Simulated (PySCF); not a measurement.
N-methyl-1,3-propanediamine, C4H12N2.
Geometry (PBE0-D3(BJ)/def2-SVP, Å), atoms numbered from 1 in this order:
```
atom  x, y, z in Å
C1     1.974    0.453    0.849
N2     1.328    0.073   -0.380
C3     0.569   -1.157   -0.312
C4    -0.739   -1.120    0.488
C5    -1.828   -0.255   -0.133
N6    -1.441    1.148   -0.188
H7     2.694   -0.326    1.155
H8     1.300    0.626    1.718
H9     2.549    1.380    0.697
H10    0.689    0.813   -0.676
H11    0.332   -1.478   -1.343
H12    1.223   -1.944    0.105
H13   -1.130   -2.148    0.585
H14   -0.543   -0.779    1.521
H15   -2.000   -0.597   -1.169
H16   -2.781   -0.430    0.409
H17   -2.162    1.704   -0.644
H18   -1.346    1.521    0.756
```

The closed-shell ground state was solved at several levels (PySCF, density fitting, gas phase, non-relativistic).

```
           level  basis functions  total energy (Eh)  HOMO (eV)  LUMO (eV)  gap (eV)  dipole (D)
     B3LYP/pcJ-1              282          -269.1605      -5.48       0.92      6.40        2.70
wB97X-D/pcSseg-1              162          -269.0178      -7.62       3.05     10.67        2.73
   PBE0/pcSseg-1              162          -268.7802      -5.72       1.22      6.94        2.70
```

**Question.** What might B3LYP/def2-SVPD (216 basis functions) give for the same quantities?

**Answer.** Total energy -268.9670 Eh, HOMO -5.62 eV, LUMO 0.26 eV, gap 5.88 eV, dipole 2.57 D.

**Question.** Over all these levels, which gives the widest orbital gap and which the narrowest?

**Answer.** wB97X-D/pcSseg-1 (range-separated hybrid) has the widest, 10.67 eV, and B3LYP/def2-SVPD (global hybrid, 20 % exact exchange) the narrowest, 5.88 eV. Functional and basis both differ between the two, so the spread mixes both effects.

**Question.** How far do the dipole and the HOMO energy spread over the levels?

**Answer.** The dipole runs from 2.57 to 2.73 D (mean 2.68 D) and the HOMO from -7.62 to -5.48 eV.

One conformer stands for the species.

wB97X-D is run here without its empirical dispersion term; that term would change no orbital, density or response property at a fixed geometry.
